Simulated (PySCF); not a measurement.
# A diatomic session: BO−

One table from this session's results is given with a row withheld; the runs are named, their logs left out.

The runs use PySCF 2.14.0; B def2-SVPD, O def2-SVPD, no relativity.

2 further runs of the same task are left out: 2 set aside as unsound or not needed.

The first run:

The job is set up so:

```json
{
 "atoms": "B, O",
 "charge": "-1",
 "basis": "B def2-SVPD, O def2-SVPD",
 "Hamiltonian": "no relativity",
 "basis functions": "43",
 "electrons treated": "14",
 "masses in u": "11.0093, 15.9949",
 "levels": "PBE0, PBE, r²SCAN, LDA, TPSSh, B2PLYP, ωB97X, MP2, SCS-MP2, CCSD, CCSD(T)",
 "grid": "80 radial by 434 angular points",
 "occupations": "held fixed by the projection of orbital angular momentum",
 "dissociation limit": "B + O−, each in its ground configuration",
 "starting distance in angstrom": "1.515",
 "values of 2S to try": "0, 2"
}
```

The run is started by

```console
$ OMP_NUM_THREADS=1 python dia.py task.json out
```

Among the steps run: Input; The PBE0 curve of the state that the search chose; PBE (GGA); r²SCAN (meta-GGA); LDA (local density); TPSSh (hybrid meta-GGA); B2PLYP (double hybrid); ωB97X (range-separated hybrid); Adding correlation.

One of the session's tables, all rows but one given; the rest of the session is left out.

```
      level  Re (Å)  ωe (cm⁻¹)  De (eV)
    RHF-MP2   1.252       1686     9.75
RHF-SCS-MP2   1.250       1699     9.50
   RHF-CCSD   1.245       1736     9.04
RHF-CCSD(T)   1.251       1696     9.19
        LDA       ?          ?        ?
        PBE   1.248       1689     9.70
     r²SCAN   1.240       1739     9.56
      TPSSh   1.243       1720     9.31
       PBE0   1.236       1763     9.53
      ωB97X   1.236       1766     9.46
     B2PLYP   1.243       1717     9.48
```

Estimate the missing values for LDA.

The run gave: Re (Å): 1.237; ωe (cm⁻¹): 1738; De (eV): 10.73. In the column «Re (Å)» it lies between ωB97X (1.236) and r²SCAN (1.240).

De is counted to B + O− in their ground configurations.
